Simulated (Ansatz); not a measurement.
Two shapes of singlet C₂H₆.

Shape 1:

```xyz
8

C     0.0095   -0.0221   -0.8034
C     0.0330   -0.0221    0.7899
H    -0.0065   -0.9748   -1.1584
H    -0.8928    0.5155   -1.1156
H     0.8813    0.5612   -1.1719
H    -0.0147    1.0278    1.2128
H    -0.9313   -0.5094    1.1877
H     0.8981   -0.5601    1.1574
```

Shape 2:

```xyz
8

C     0.0408   -0.0260   -0.8667
C     0.0814   -0.0086    0.7401
H    -0.0447   -0.9905   -1.2158
H    -0.9556    0.5473   -1.1218
H     0.9219    0.6149   -1.1935
H    -0.0251    1.0293    1.1428
H    -0.9597   -0.4813    1.2460
H     0.9154   -0.5032    1.1957
```

Basis set: 6-31G (spherical functions). Correlated methods keep 2 orbitals frozen. Charge 0, multiplicity 1.

Computed with Ansatz (development build ahead of 0.2.0); each method stands on the lowest determinant of its kind that the runs found.

Which shape is lower in energy, and by how much in each method?

```json
{"method": "RHF", "E(2) − E(1) (eV)": "0.586"}
{"method": "RHF-MP2", "E(2) − E(1) (eV)": "0.471"}
```

Shape 1 is lower.
